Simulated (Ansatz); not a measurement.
CH5P (SMILES C=[PH3]): methods side by side

CH5P: 7 atoms, total charge 0, spin state singlet. As SMILES, `C=[PH3]`. The shape is that of a GFN2-xTB optimisation.

Each level gives the vertical ionisation energy (to the doublet cation) (eV). The values are calculated.

| level | kind | program | value (eV) | less FCI/STO-3G | CPU time (all runs) |
| --- | --- | --- | --- | --- | --- |
| SVWN5/STO-3G | LDA | Ansatz | 4.56 | +1.52 | 1.6 s |
| revPBE/STO-3G | GGA | Ansatz | 4.64 | +1.60 | 2.6 s |
| BHLYP/STO-3G | global hybrid | Ansatz | 4.13 | +1.09 | 2.7 s |
| PBE0/STO-3G | global hybrid | Ansatz | 4.36 | +1.32 | 2.7 s |
| wB97M-V/STO-3G | range-separated hybrid | Ansatz | 4.40 | +1.36 | 39 s |
| RPA@PBE/STO-3G | RPA | Ansatz | 3.30 | +0.26 | 3.4 s |
| CCSD(T)/STO-3G | coupled cluster or CI | Ansatz | 3.03 | -0.01 | 0.3 s |
| CCSDT(Q)/STO-3G | coupled cluster or CI | Ansatz | 3.04 | 0.00 | 1.3 s |
| FCI/STO-3G | exact in the basis | Ansatz | 3.04 | 0.00 | 30 s |

FCI/STO-3G is exact within its basis and frozen core, so for wave-function methods in that basis the difference is their error; functionals converge differently with the basis, so for them it is only a difference. The values span 3.03 to 4.64 eV. All rows use very small basis sets, so none should be taken for the real molecule's value. In so small a basis fixed costs decide the times, and correlated methods can beat functionals. Times are those of the runs behind each value, whatever else they computed, on shared processors of several kinds: orders of magnitude only.
